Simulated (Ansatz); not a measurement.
Input file:

```yaml
crystal:
  periodic: [false, false, false]
  atoms:
    - {symbol: O, position_ang: [0.000000, 0.023096, 1.916557]}
    - {symbol: B, position_ang: [0.000000, 0.040635, 0.711413]}
    - {symbol: Si, position_ang: [0.000000, -0.080455, -1.315687]}
    - {symbol: H, position_ang: [0.000000, 1.439380, -1.392054]}
basis:
  gaussian: {orbitals: cc-pVDZ}
magnetization: {spin_polarized: false, initial_magnetization: 2}
correlation: {method: ccsd, electrons: valence}
```

```sh
$ ansatz run in.yaml --threads 1 --pin off --events-out ev --progress --plain --max-ram 2393MiB
```

Task: Roughly how long does this take on 1 thread of Arm Neoverse V1, shared host, and how much host memory?

Result: 3.2 s wall and 0.17 GiB.

```
488 factors; integrals over basis functions are off by at most 1.2e-3 eV
mean field evaluation 1: about -10580.7613 eV, gradient 4.1e1 eV
mean field evaluation 2: about -10580.8245 eV, gradient 4.2e1 eV
mean field evaluation 4: about -10585.1193 eV, gradient 1.4e1 eV
mean field evaluation 8: about -10586.0006 eV, gradient 8.9e-1 eV
mean field evaluation 16: about -10580.7632 eV, gradient 4.1e1 eV
mean field evaluation 32: about -10586.0093 eV, gradient 7.1e-6 eV
mean field evaluation 64: about -10579.9724 eV, gradient 7.3e-1 eV
mean field evaluation 96: about -10581.5643 eV, gradient 6.6e-1 eV
mean field evaluation 128: about -10582.8484 eV, gradient 2.1e-3 eV
mean field -10586.00931883 eV, -389.0286670121 hartree, gradient 7.1e-6 eV, S^2 2.000000; 1 other end points of the search recorded, 0 dependent functions left out
mean field evaluation 160: about -10586.0625 eV, gradient 1.8e-1 eV
determinant -10586.00931883 eV, -389.0286670121 hartree, with singles and doubles -10595.39569426 eV, -389.3736099470 hartree
determinant -10582.84839669 eV, -388.9125052659 hartree, with singles and doubles -10591.59486184 eV, -389.2339319317 hartree
7 core orbitals not correlated: weight in the atoms' cores, before any rotation towards them, 1.000 or more for the frozen orbitals, at most 0.000 for the correlated occupied ones
reference -10586.00931883 eV, -389.0286670121 hartree; 8, 6 occupied and 36, 38 virtual orbitals, 488 factors
second order -8.80168891 eV of doubles, -0.03385600 eV of singles
cycle   1  -9.38788328 eV  change   -1.5e-3 eV  update   1.7e-3
cycle   2  -9.38748034 eV  change    4.0e-4 eV  update   1.3e-3
cycle   3  -9.38761128 eV  change   -1.3e-4 eV  update   7.3e-4
cycle   4  -9.38813237 eV  change   -5.2e-4 eV  update   2.1e-4
cycle   5  -9.38848715 eV  change   -3.5e-4 eV  update   1.1e-4
cycle   6  -9.38846786 eV  change    1.9e-5 eV  update   5.8e-5
cycle   7  -9.38847659 eV  change   -8.7e-6 eV  update   3.6e-5
cycle   8  -9.38844415 eV  change    3.2e-5 eV  update   1.7e-5
cycle   9  -9.38842421 eV  change    2.0e-5 eV  update   8.8e-6
cycle  10  -9.38843432 eV  change   -1.0e-5 eV  update   5.4e-6
Total energy: -10595.39775315 eV, -389.3736856097 hartree
```
